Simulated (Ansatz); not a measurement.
# AlN2: the cost of one run

Computed with Ansatz 0.2.0, Gaussian basis. Level: def2-QZVPP, core rule «outside noble gas», up to 7 orbitals frozen.

The runs, in order: UHF; ROHF; CCSD(T) on UHF.

2 further runs of the same task are left out: 2 set aside as unsound or not needed.

**1. What is computed**

The geometry is a PBE0/def2-TZVP stationary point (not a proven minimum) of the parent state, kept for this charge and spin.

3 atoms, charge 1, spin multiplicity 3.

Atoms are counted from 1 here; the program's logs count them from 0.

Bond lengths: Al1–N2 1.982 Å, N2–N3 1.127 Å. Angles: Al1–N2–N3 180.0°.

Coordinates:

```xyz
3

Al    0.0000    0.0000    1.6971
N     0.0000    0.0000   -0.2852
N     0.0000    0.0000   -1.4119
```

**2. UHF**

The input, in.yaml:

```yaml
crystal:
  periodic: [false, false, false]
  atoms:
    - {symbol: Al, position_ang: [0.000000, 0.000000, 1.697108]}
    - {symbol: N, position_ang: [0.000000, 0.000000, -0.285214]}
    - {symbol: N, position_ang: [0.000000, 0.000000, -1.411894]}
basis:
  gaussian: {orbitals: "def2-QZVPP.json"}
total_charge: 1
magnetization: {spin_polarized: true, initial_magnetization: 2}
hamiltonian: {xc: hf}
output: {orbitals: {seedname: orbitals}}
```

Command:

```bash
> ansatz run in.yaml --threads 1 --pin off --events-out ev --progress --plain --max-ram 2393MiB
```

What time and memory should one allow on 1 thread of Arm Neoverse V1, shared host?

About 21 s, with a peak of 0.39 GiB.
